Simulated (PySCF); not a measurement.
ethane cation (C2H6), SMILES CC (connectivity only; charge and spin as stated), charge +1, multiplicity 2. Atoms are numbered in the order given.

```xyz
8

C      0.0653     0.7174     0.0000
C     -0.0653    -0.7174     0.0000
H     -0.6173     1.2235     0.7694
H     -0.6173     1.2235    -0.7694
H      1.0688     1.1503     0.0000
H      0.6173    -1.2235     0.7694
H      0.6173    -1.2235    -0.7694
H     -1.0688    -1.1503     0.0000
```
Charge +1, spin multiplicity 2.

Geometry optimised at PBE-D3(BJ)/def2-TZVP. The spin state was assumed, not searched.

Computed with PySCF with PBE/pcH-1.

Unrestricted Kohn–Sham, ⟨S²⟩ = 0.752. Hyperfine tensors hold the contact and dipolar terms, without spin-orbit corrections.

Task: Estimate the hyperfine couplings. (The exact figures need the calculation; the answer reports its results.)

Result: 
```tsv
nucleus	A(iso) (MHz)	A(iso) (G)	dipolar principal values (MHz)
13C no. 1	-18.1	-6.5	-27.7, -25.2, 52.8
13C no. 2	-18.1	-6.5	-27.7, -25.2, 52.8
1H no. 3	387.3	138.2	-16.6, -15.1, 31.8
1H no. 4	387.3	138.2	-16.6, -15.1, 31.8
1H no. 5	-16.9	-6.0	-10.6, -4.1, 14.7
1H no. 6	387.3	138.2	-16.6, -15.1, 31.8
1H no. 7	387.3	138.2	-16.6, -15.1, 31.8
1H no. 8	-16.9	-6.0	-10.6, -4.1, 14.7
```

Task: And the g tensor (effective nuclear charges for spin-orbit coupling, GIAO)? (An estimate is asked for; the answer gives what the named calculation found.)

Result: principal values 2.0022, 2.0041, 2.0043; isotropic 2.0035.
